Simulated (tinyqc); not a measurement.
Inside a calculation. Method: CCD on RHF in the sto-3g basis, frozen core, for H2O, spin multiplicity 1. Computed by tinyqc, a small Python program that keeps every step (integrals from PySCF). Settings: charge = 0, multiplicity = 1, basis = sto-3g, method = RHF, frozen orbitals = 1, energy threshold = 1e-10, iteration cap = 86, orthogonalisation = canonical, start = Wolfsberg-Helmholz matrix, DIIS depth = 6, amplitude equations = CCD, DIIS depth for amplitudes = 6, cap on updates = 87. Command: `OMP_NUM_THREADS=1 python tinyqc.py 21675 21676 out.jsonl` (the two numbers bound the seeds that draw the settings). One thread of a shared host (Intel(R) Xeon(R) Processor @ 2.60GHz), about 0.1 s of CPU time with the checks. The early iterations of the SCF are left out here.

## One-electron integrals

Geometry (angstrom):
```
atom         x          y         z
O     0.000000   0.000000  0.000000
H     0.000000   0.880000  0.527000
H     0.000000  -0.880000  0.527000
```

Basis sto-3g: exponents (1/bohr^2) and contraction coefficients of normalised primitives:
```
element  l (shell)    exponent  coefficient
O            s (1)  130.709320     0.154329
O            s (1)   23.808861     0.535328
O            s (1)    6.443608     0.444635
O            s (2)    5.033151    -0.099967
O            s (2)    1.169596     0.399513
O            s (2)    0.380389     0.700115
O            p (3)    5.033151     0.155916
O            p (3)    1.169596     0.607684
O            p (3)    0.380389     0.391957
H            s (1)    3.425251     0.154329
H            s (1)    0.623914     0.535328
H            s (1)    0.168855     0.444635
```

Overlap, kinetic and nuclear-attraction integrals over the contracted functions; the nuclear repulsion is the sum of Za Zb / Rab.

nuclear repulsion = 8.55508996 hartree

overlap S, order 1O 1s, 1O 2s, 1O 2px, 1O 2py, 1O 2pz, 2H 1s, 3H 1s:
```
[[1.000000, 0.236704, 0.000000, 0.000000, 0.000000, 0.045849, 0.045849],
 [0.236704, 1.000000, 0.000000, 0.000000, 0.000000, 0.430947, 0.430947],
 [0.000000, 0.000000, 1.000000, 0.000000, 0.000000, 0.000000, 0.000000],
 [0.000000, 0.000000, 0.000000, 1.000000, 0.000000, 0.316350, -0.316350],
 [0.000000, 0.000000, 0.000000, 0.000000, 1.000000, 0.189451, 0.189451],
 [0.045849, 0.430947, 0.000000, 0.316350, 0.189451, 1.000000, 0.174560],
 [0.045849, 0.430947, 0.000000, -0.316350, 0.189451, 0.174560, 1.000000]]
```

kinetic energy T (hartree), order 1O 1s, 1O 2s, 1O 2px, 1O 2py, 1O 2pz, 2H 1s, 3H 1s:
```
[[29.003200, -0.168011, 0.000000, 0.000000, 0.000000, -0.006320, -0.006320],
 [-0.168011, 0.808128, 0.000000, 0.000000, 0.000000, 0.098173, 0.098173],
 [0.000000, 0.000000, 2.528731, 0.000000, 0.000000, 0.000000, 0.000000],
 [0.000000, 0.000000, 0.000000, 2.528731, 0.000000, 0.201001, -0.201001],
 [0.000000, 0.000000, 0.000000, 0.000000, 2.528731, 0.120372, 0.120372],
 [-0.006320, 0.098173, 0.000000, 0.201001, 0.120372, 0.760032, -0.004918],
 [-0.006320, 0.098173, 0.000000, -0.201001, 0.120372, -0.004918, 0.760032]]
```

nuclear attraction V (hartree), order 1O 1s, 1O 2s, 1O 2px, 1O 2py, 1O 2pz, 2H 1s, 3H 1s:
```
[[-61.650258, -7.427311, 0.000000, 0.000000, -0.013891, -1.476658, -1.476658],
 [-7.427311, -10.074922, 0.000000, 0.000000, -0.166975, -3.407868, -3.407868],
 [0.000000, 0.000000, -9.930543, 0.000000, 0.000000, 0.000000, 0.000000],
 [0.000000, 0.000000, 0.000000, -10.087471, 0.000000, -2.219629, 2.219629],
 [-0.013891, -0.166975, 0.000000, 0.000000, -9.986824, -1.373537, -1.373537],
 [-1.476658, -3.407868, 0.000000, -2.219629, -1.373537, -5.539482, -1.099169],
 [-1.476658, -3.407868, 0.000000, 2.219629, -1.373537, -1.099169, -5.539482]]
```

core Hamiltonian H = T + V (hartree), order 1O 1s, 1O 2s, 1O 2px, 1O 2py, 1O 2pz, 2H 1s, 3H 1s:
```
[[-32.647058, -7.595322, 0.000000, 0.000000, -0.013891, -1.482978, -1.482978],
 [-7.595322, -9.266794, 0.000000, 0.000000, -0.166975, -3.309695, -3.309695],
 [0.000000, 0.000000, -7.401812, 0.000000, 0.000000, 0.000000, 0.000000],
 [0.000000, 0.000000, 0.000000, -7.558740, 0.000000, -2.018628, 2.018628],
 [-0.013891, -0.166975, 0.000000, 0.000000, -7.458092, -1.253164, -1.253164],
 [-1.482978, -3.309695, 0.000000, -2.018628, -1.253164, -4.779450, -1.104087],
 [-1.482978, -3.309695, 0.000000, 2.018628, -1.253164, -1.104087, -4.779450]]
```

## Two-electron integrals

Functions are numbered as in S; the eight-fold symmetry (ij|kl) = (ji|kl) = (kl|ij) leaves the list below.

Two-electron integrals (ij|kl) in chemists' order, unique and non-zero (hartree):
```
(11|11) 4.785065    (21|11) 0.741380    (21|21) 0.136873    (22|11) 1.118947
(22|21) 0.256633    (22|22) 0.817206    (31|31) 0.024477    (32|31) 0.037809
(32|32) 0.180518    (33|11) 1.115814    (33|21) 0.256684    (33|22) 0.817023
(33|33) 0.880159    (41|41) 0.024477    (42|41) 0.037809    (42|42) 0.180518
(43|43) 0.047444    (44|11) 1.115814    (44|21) 0.256684    (44|22) 0.817023
(44|33) 0.785270    (44|44) 0.880159    (51|51) 0.024477    (52|51) 0.037809
(52|52) 0.180518    (53|53) 0.047444    (54|54) 0.047444    (55|11) 1.115814
(55|21) 0.256684    (55|22) 0.817023    (55|33) 0.785270    (55|44) 0.785270
(55|55) 0.880159    (61|11) 0.145639    (61|21) 0.026665    (61|22) 0.049688
(61|33) 0.049591    (61|41) 0.001056    (61|42) 0.001979    (61|44) 0.049809
(61|51) 0.000633    (61|52) 0.001185    (61|54) 0.000131    (61|55) 0.049669
(61|61) 0.005262    (62|11) 0.358058    (62|21) 0.083167    (62|22) 0.293668
(62|33) 0.288648    (62|41) 0.005361    (62|42) 0.041135    (62|44) 0.299526
(62|51) 0.003210    (62|52) 0.024634    (62|54) 0.006514    (62|55) 0.292549
(62|61) 0.016523    (62|62) 0.131193    (63|31) 0.008656    (63|32) 0.050559
(63|43) 0.008523    (63|53) 0.005104    (63|63) 0.018591    (64|11) 0.222601
(64|21) 0.052368    (64|22) 0.197440    (64|33) 0.188503    (64|41) 0.011612
(64|42) 0.076711    (64|44) 0.212574    (64|51) 0.001770    (64|52) 0.015661
(64|54) 0.009311    (64|55) 0.191022    (64|61) 0.010859    (64|62) 0.107145
(64|64) 0.105083    (65|11) 0.133308    (65|21) 0.031361    (65|22) 0.118240
(65|33) 0.112887    (65|41) 0.001770    (65|42) 0.015661    (65|44) 0.117094
(65|51) 0.009716    (65|52) 0.059938    (65|54) 0.011042    (65|55) 0.124604
(65|61) 0.006503    (65|62) 0.064165    (65|64) 0.051797    (65|65) 0.049610
(66|11) 0.501035    (66|21) 0.118268    (66|22) 0.479245    (66|33) 0.459934
(66|41) 0.009786    (66|42) 0.103823    (66|44) 0.502132    (66|51) 0.005860
(66|52) 0.062176    (66|54) 0.025271    (66|55) 0.475068    (66|61) 0.023701
(66|62) 0.270743    (66|64) 0.252390    (66|65) 0.151147    (66|66) 0.774606
(71|11) 0.145639    (71|21) 0.026665    (71|22) 0.049688    (71|33) 0.049591
(71|41) -0.001056   (71|42) -0.001979   (71|44) 0.049809    (71|51) 0.000633
(71|52) 0.001185    (71|54) -0.000131   (71|55) 0.049669    (71|61) 0.005166
(71|62) 0.015913    (71|64) 0.009577    (71|65) 0.006269    (71|66) 0.022546
(71|71) 0.005262    (72|11) 0.358058    (72|21) 0.083167    (72|22) 0.293668
(72|33) 0.288648    (72|41) -0.005361   (72|42) -0.041135   (72|44) 0.299526
(72|51) 0.003210    (72|52) 0.024634    (72|54) -0.006514   (72|55) 0.292549
(72|61) 0.015913    (72|62) 0.102878    (72|64) 0.058459    (72|65) 0.048766
(72|66) 0.170498    (72|71) 0.016523    (72|72) 0.131193    (73|31) 0.008656
(73|32) 0.050559    (73|43) -0.008523   (73|53) 0.005104    (73|63) 0.013975
(73|73) 0.018591    (74|11) -0.222601   (74|21) -0.052368   (74|22) -0.197440
(74|33) -0.188503   (74|41) 0.011612    (74|42) 0.076711    (74|44) -0.212574
(74|51) -0.001770   (74|52) -0.015661   (74|54) 0.009311    (74|55) -0.191022
(74|61) -0.009577   (74|62) -0.058459   (74|64) -0.019840   (74|65) -0.027134
(74|66) -0.087551   (74|71) -0.010859   (74|72) -0.107145   (74|74) 0.105083
(75|11) 0.133308    (75|21) 0.031361    (75|22) 0.118240    (75|33) 0.112887
(75|41) -0.001770   (75|42) -0.015661   (75|44) 0.117094    (75|51) 0.009716
(75|52) 0.059938    (75|54) -0.011042   (75|55) 0.124604    (75|61) 0.006269
(75|62) 0.048766    (75|64) 0.027134    (75|65) 0.036736    (75|66) 0.088041
(75|71) 0.006503    (75|72) 0.064165    (75|74) -0.051797   (75|75) 0.049610
(76|11) 0.111013    (76|21) 0.025981    (76|22) 0.098417    (76|33) 0.096431
(76|44) 0.098800    (76|51) 0.001629    (76|52) 0.014498    (76|55) 0.099913
(76|61) 0.005087    (76|62) 0.042096    (76|64) 0.029890    (76|65) 0.023167
(76|66) 0.087115    (76|71) 0.005087    (76|72) 0.042096    (76|74) -0.029890
(76|75) 0.023167    (76|76) 0.016391    (77|11) 0.501035    (77|21) 0.118268
(77|22) 0.479245    (77|33) 0.459934    (77|41) -0.009786   (77|42) -0.103823
(77|44) 0.502132    (77|51) 0.005860    (77|52) 0.062176    (77|54) -0.025271
(77|55) 0.475068    (77|61) 0.022546    (77|62) 0.170498    (77|64) 0.087551
(77|65) 0.088041    (77|66) 0.298241    (77|71) 0.023701    (77|72) 0.270743
(77|74) -0.252390   (77|75) 0.151147    (77|76) 0.087115    (77|77) 0.774606
```

## Orthogonalisation

S = U s U^T; canonical form X = U s^(-1/2), so that X^T S X = 1. Each column of U has its largest component positive (the first on a tie).

eigenvalues of S: [0.390434, 0.456899, 0.898141, 1.000000, 1.080410, 1.368541, 1.805576]

X, order 1O 1s, 1O 2s, 1O 2px, 1O 2py, 1O 2pz, 2H 1s, 3H 1s:
```
[[-0.330884, 0.000000, 0.748705, 0.000000, -0.606531, 0.000000, 0.176631],
 [1.125176, 0.000000, -0.254164, 0.000000, -0.261133, 0.000000, 0.455128],
 [0.000000, 0.000000, 0.000000, 1.000000, 0.000000, 0.000000, 0.000000],
 [0.000000, 0.940634, 0.000000, 0.000000, 0.000000, 0.659780, 0.000000],
 [0.438159, 0.000000, 0.653141, 0.000000, 0.670117, 0.000000, 0.177265],
 [-0.704899, -0.807427, -0.175582, 0.000000, 0.142211, 0.384315, 0.376880],
 [-0.704899, 0.807427, -0.175582, 0.000000, 0.142211, -0.384315, 0.376880]]
```

## Iteration 8 (converged): orbitals

converged F (hartree), order 1O 1s, 1O 2s, 1O 2px, 1O 2py, 1O 2pz, 2H 1s, 3H 1s:
```
[[-20.218473, -5.158968, 0.000000, 0.000000, -0.026872, -1.015656, -1.015656],
 [-5.158968, -2.411737, 0.000000, 0.000000, -0.085145, -0.905828, -0.905828],
 [0.000000, 0.000000, -0.375201, 0.000000, 0.000000, 0.000000, 0.000000],
 [0.000000, 0.000000, 0.000000, -0.277104, 0.000000, -0.402332, 0.402332],
 [-0.026872, -0.085145, 0.000000, 0.000000, -0.300061, -0.298507, -0.298507],
 [-1.015656, -0.905828, 0.000000, -0.402332, -0.298507, -0.482842, -0.269515],
 [-1.015656, -0.905828, 0.000000, 0.402332, -0.298507, -0.269515, -0.482842]]
```

Diagonalise F' = X^T F X, C = X C', fill 5 alpha and 5 beta electrons from the bottom; D = 2 C_occ C_occ^T. Each column has its largest component positive (the first on a tie).

F' = X^T F X (hartree):
```
[[-0.011957, 0.000000, 1.898577, 0.000000, -1.404125, 0.000000, 0.335404],
 [0.000000, 0.698942, 0.000000, 0.000000, 0.000000, 0.098198, 0.000000],
 [1.898577, 0.000000, -9.189119, 0.000000, 8.731769, 0.000000, -4.204708],
 [0.000000, 0.000000, 0.000000, -0.375201, 0.000000, 0.000000, 0.000000],
 [-1.404125, 0.000000, 8.731769, 0.000000, -8.978971, 0.000000, 4.284674],
 [0.000000, 0.098198, 0.000000, 0.000000, 0.000000, -0.591707, 0.000000],
 [0.335404, 0.000000, -4.204708, 0.000000, 4.284674, 0.000000, -3.170106]]
```

orbital energies (hartree): [-20.227098, -1.220541, -0.599136, -0.410878, -0.375201, 0.508363, 0.706370]

coefficients C, order 1O 1s, 1O 2s, 1O 2px, 1O 2py, 1O 2pz, 2H 1s, 3H 1s:
```
[[0.994254, -0.236205, 0.000000, 0.091326, 0.000000, -0.128247, 0.000000],
 [0.025393, 0.859464, 0.000000, -0.475115, 0.000000, 0.800560, 0.000000],
 [0.000000, 0.000000, 0.000000, 0.000000, 1.000000, 0.000000, 0.000000],
 [0.000000, 0.000000, 0.586946, 0.000000, 0.000000, 0.000000, 0.987723],
 [0.003336, 0.095391, 0.000000, 0.804378, 0.000000, 0.665524, 0.000000],
 [-0.005319, 0.155880, 0.444126, 0.288078, 0.000000, -0.763320, -0.776136],
 [-0.005319, 0.155880, -0.444126, 0.288078, 0.000000, -0.763320, 0.776136]]
```

D after iteration 8, order 1O 1s, 1O 2s, 1O 2px, 1O 2py, 1O 2pz, 2H 1s, 3H 1s:
```
[[2.105350, -0.442306, 0.000000, 0.000000, 0.108491, -0.031598, -0.031598],
 [-0.442306, 1.930113, 0.000000, 0.000000, -0.600204, -0.006065, -0.006065],
 [0.000000, 0.000000, 2.000000, 0.000000, 0.000000, 0.000000, 0.000000],
 [0.000000, 0.000000, 0.000000, 0.689010, 0.000000, 0.521356, -0.521356],
 [0.108491, -0.600204, 0.000000, 0.000000, 1.312270, 0.493151, 0.493151],
 [-0.031598, -0.006065, 0.000000, 0.521356, 0.493151, 0.609128, -0.179864],
 [-0.031598, -0.006065, 0.000000, -0.521356, 0.493151, -0.179864, 0.609128]]
```

## Convergence

Stop when the energy changes by less than 1e-10 hartree and every element of the error matrix X^T (F D S - S D F) X is below 3e-06.

Course of the cycle:
```
iteration   E (hartree)     change  largest element of the error matrix
1          -74.62654813          -                             6.22e-01
2          -74.92650545  -3.00e-01                             1.54e-01
3          -74.94622306  -1.97e-02                             4.09e-02
4          -74.94824093  -2.02e-03                             7.87e-03
5          -74.94835459  -1.14e-04                             1.45e-03
6          -74.94835923  -4.64e-06                             3.71e-05
7          -74.94835923  -7.40e-10                             5.02e-07
8          -74.94835923  -2.84e-13                             1.20e-09
```

PySCF RHF in the same basis = -74.94835923 hartree

Converged in 8 iterations.

## Integrals over molecular orbitals

(pq|rs) = sum C_ip C_jq C_kr C_ls (ij|kl), one index at a time.

one-electron integrals over orbitals h = C^T H C (hartree):
```
[[-32.629758, 0.565816, 0.000000, -0.203457, 0.000000, 0.297511, 0.000000],
 [0.565816, -7.593101, 0.000000, 0.461508, 0.000000, -1.307234, 0.000000],
 [0.000000, 0.000000, -6.158788, 0.000000, 0.000000, 0.000000, -1.780155],
 [-0.203457, 0.461508, 0.000000, -6.887138, 0.000000, -1.122716, 0.000000],
 [0.000000, 0.000000, 0.000000, 0.000000, -7.401812, 0.000000, 0.000000],
 [0.297511, -1.307234, 0.000000, -1.122716, 0.000000, -5.195704, 0.000000],
 [0.000000, 0.000000, -1.780155, 0.000000, 0.000000, 0.000000, -5.612289]]
```

Two-electron integrals over orbitals (pq|rs), unique and non-zero (hartree); the lowest 1 orbital is frozen and left out:
```
(22|22) 0.719685    (32|32) 0.139500    (33|22) 0.623743    (33|33) 0.608885
(42|22) -0.010296   (42|33) 0.005454    (42|42) 0.129500    (43|32) 0.025934
(43|43) 0.047828    (44|22) 0.680808    (44|33) 0.583257    (44|42) -0.103881
(44|44) 0.767944    (52|52) 0.147497    (53|53) 0.027053    (54|52) -0.042290
(54|54) 0.051737    (55|22) 0.749830    (55|33) 0.610484    (55|42) -0.069165
(55|44) 0.723719    (55|55) 0.880159    (62|22) 0.135044    (62|33) 0.064425
(62|42) 0.026162    (62|44) 0.086839    (62|55) 0.152770    (62|62) 0.096306
(63|32) -0.048572   (63|43) -0.034444   (63|63) 0.082630    (64|22) 0.106116
(64|33) 0.041702    (64|42) -0.023426   (64|44) 0.120818    (64|55) 0.122858
(64|62) 0.065020    (64|64) 0.072095    (65|52) 0.058264    (65|54) 0.001032
(65|65) 0.036730    (66|22) 0.588047    (66|33) 0.553420    (66|42) 0.057213
(66|44) 0.536843    (66|55) 0.569902    (66|62) 0.084383    (66|64) 0.044502
(66|66) 0.576698    (72|32) 0.049335    (72|43) -0.028436   (72|63) 0.032017
(72|72) 0.065928    (73|22) 0.156629    (73|33) 0.090546    (73|42) -0.068657
(73|44) 0.162945    (73|55) 0.198289    (73|62) 0.076269    (73|64) 0.080677
(73|66) 0.038854    (73|73) 0.151620    (74|32) -0.070468   (74|43) -0.001780
(74|63) 0.050057    (74|72) -0.017903   (74|74) 0.064368    (75|53) 0.024035
(75|75) 0.025713    (76|32) 0.098956    (76|43) 0.053563    (76|63) -0.075643
(76|72) -0.002911   (76|74) -0.056790   (76|76) 0.120685    (77|22) 0.620753
(77|33) 0.596871    (77|42) -0.020432   (77|44) 0.604921    (77|55) 0.626015
(77|62) 0.067486    (77|64) 0.047007    (77|66) 0.552885    (77|73) 0.105806
(77|77) 0.615808
```

## CCD: starting amplitudes

t_ij^ab = <ij||ab> / (e_i + e_j - e_a - e_b), whose energy is MP2.

Starting amplitudes (spin orbitals 1a, 1b, ...; amplitudes related by a flip of all spins are not repeated):
```
from      to          t
3a 3b  7a 7b  -0.058069
4a 4b  6a 6b  -0.039215
3a 3b  6a 6b  -0.037305
3a 4b  6b 7a   0.036263
4a 4b  7a 7b  -0.028806
2a 2b  6a 6b  -0.027852
2a 3b  6a 7b  -0.025135
2a 4b  6a 6b  -0.024553
3a 4b  6a 7b  -0.022500
5a 5b  6a 6b  -0.020785
2a 2b  7a 7b  -0.017107
2a 3a  6a 7a  -0.014584
3a 4a  6a 7a   0.013763
5a 5b  7a 7b  -0.011887
2a 3b  6b 7a   0.010551
2a 4b  7a 7b   0.005881
```

correlation energy = -0.03959803 hartree

## CCD: amplitude update 1

t_ij^ab D_ij^ab are set to the remaining terms of the spin-orbital equations, evaluated with the old amplitudes; for the doubles these are <ij||ab> + 1/2 <ab||ef> t_ij^ef + 1/2 <mn||ij> t_mn^ab + P(ij)P(ab) <mb||ej> t_im^ae + terms in t^2, D the orbital-energy denominators.

Amplitudes after update 1 (spin orbitals 1a, 1b, ...; amplitudes related by a flip of all spins are not repeated):
```
from      to          t
3a 3b  7a 7b  -0.073254
4a 4b  6a 6b  -0.050656
3a 3b  6a 6b  -0.050558
3a 4b  6b 7a   0.047471
4a 4b  7a 7b  -0.037655
2a 4b  6a 6b  -0.034183
3a 4b  6a 7b  -0.033808
2a 3b  6a 7b  -0.031804
2a 2b  6a 6b  -0.031345
5a 5b  6a 6b  -0.025655
2a 2b  7a 7b  -0.019089
2a 3b  6b 7a   0.017046
2a 3a  6a 7a  -0.014758
3a 4a  6a 7a   0.013663
5a 5b  7a 7b  -0.013094
2a 4b  7a 7b   0.005596
```

correlation energy = -0.05069209 hartree

## CCD: amplitude update 2

As before.

Amplitudes after update 2 (spin orbitals 1a, 1b, ...; amplitudes related by a flip of all spins are not repeated):
```
from      to          t
3a 3b  7a 7b  -0.077922
3a 3b  6a 6b  -0.055355
4a 4b  6a 6b  -0.055189
3a 4b  6b 7a   0.051228
4a 4b  7a 7b  -0.040591
3a 4b  6a 7b  -0.039003
2a 4b  6a 6b  -0.037794
2a 3b  6a 7b  -0.033511
2a 2b  6a 6b  -0.031705
5a 5b  6a 6b  -0.027100
2a 3b  6b 7a   0.019802
2a 2b  7a 7b  -0.019153
2a 3a  6a 7a  -0.013710
5a 5b  7a 7b  -0.012812
3a 4a  6a 7a   0.012225
2a 4b  7a 7b   0.004985
```

correlation energy = -0.05422663 hartree

## CCD: convergence

E_corr = 1/4 sum <ij||ab> t_ij^ab; stop when the norm of the change is below 1e-8.

Course of the amplitude iterations:
```
update  correlation energy (hartree)  norm of the change
0                        -0.03959803                   -
1                        -0.05069209            7.80e-02
2                        -0.05422663            2.92e-02
3                        -0.05630691            1.19e-02
4                        -0.05629537            1.18e-03
5                        -0.05629975            2.92e-04
6                        -0.05629902            2.81e-05
7                        -0.05629943            4.09e-06
8                        -0.05629935            7.58e-07
9                        -0.05629935            1.73e-07
10                       -0.05629935            4.63e-08
11                       -0.05629935            6.24e-09
```

Converged amplitudes (spin orbitals 1a, 1b, ...; amplitudes related by a flip of all spins are not repeated):
```
from      to          t
3a 3b  7a 7b  -0.080849
4a 4b  6a 6b  -0.059234
3a 3b  6a 6b  -0.057708
3a 4b  6b 7a   0.053388
3a 4b  6a 7b  -0.043122
4a 4b  7a 7b  -0.041868
2a 4b  6a 6b  -0.040337
2a 3b  6a 7b  -0.034157
2a 2b  6a 6b  -0.031662
5a 5b  6a 6b  -0.027927
2a 3b  6b 7a   0.021601
2a 2b  7a 7b  -0.018957
2a 3a  6a 7a  -0.012556
5a 5b  7a 7b  -0.012141
3a 4a  6a 7a   0.010266
2a 4b  7a 7b   0.004469
```

CCD total energy = -75.00465859 hartree

Converged in 11 updates, with DIIS from the third.
